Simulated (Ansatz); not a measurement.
Relaxation of BH4N2 (7 atoms, charge 0, multiplicity 2), to a largest force component of 0.02 eV/Å in at most 40 steps.

Level of theory: Ansatz, UKS PBE-D4/6-31G.

```xyz
7
Properties=species:S:1:pos:R:3:forces:R:3
N -0.719 0.027 -0.934 -1.11 1.37 2.43
B -0.369 -0.670 0.320 1.64 0.04 -0.97
N 0.934 -0.370 0.980 0.22 1.03 -0.99
H -1.648 -0.256 -1.205 -0.89 -0.57 -0.95
H -0.858 1.074 -0.713 1.03 -0.97 -0.81
H 0.979 0.664 1.218 0.18 -0.90 0.21
H 1.741 -0.537 0.288 -1.07 -0.01 1.07
```

Q: Where does it end, and by what steps?

A: It converged. Limits of this set-up: no polarisation functions. After 7 steps the energy has fallen by 1.683 eV; H7 moved furthest, 0.85 Å.

```json
{"step": "0", "energy less start (eV)": "0.0000", "largest force component (eV/Å)": "2.431", "accepted": "yes"}
{"step": "1", "energy less start (eV)": "-0.5107", "largest force component (eV/Å)": "2.846", "accepted": "yes"}
{"step": "2", "energy less start (eV)": "-0.8164", "largest force component (eV/Å)": "2.298", "accepted": "yes"}
{"step": "3", "energy less start (eV)": "-1.2151", "largest force component (eV/Å)": "1.721", "accepted": "yes"}
{"step": "4", "energy less start (eV)": "-1.5496", "largest force component (eV/Å)": "0.726", "accepted": "yes"}
{"step": "5", "energy less start (eV)": "-1.6750", "largest force component (eV/Å)": "0.157", "accepted": "yes"}
{"step": "6", "energy less start (eV)": "-1.6827", "largest force component (eV/Å)": "0.031", "accepted": "yes"}
{"step": "7", "energy less start (eV)": "-1.6832", "largest force component (eV/Å)": "0.014", "accepted": "yes"}
```

```xyz
7
Properties=species:S:1:pos:R:3
N -1.031 0.114 -0.725
B -0.013 -0.671 -0.133
N 1.045 -0.224 0.696
H -1.753 -0.299 -1.305
H -1.113 1.129 -0.622
H 1.193 0.750 0.971
H 1.734 -0.867 1.073
```

Whether the end is a true minimum wasn't checked by a vibrational analysis.

The run took 11 s on 1 thread of Arm Neoverse V2, on a shared host, peak memory 0.11 GiB.
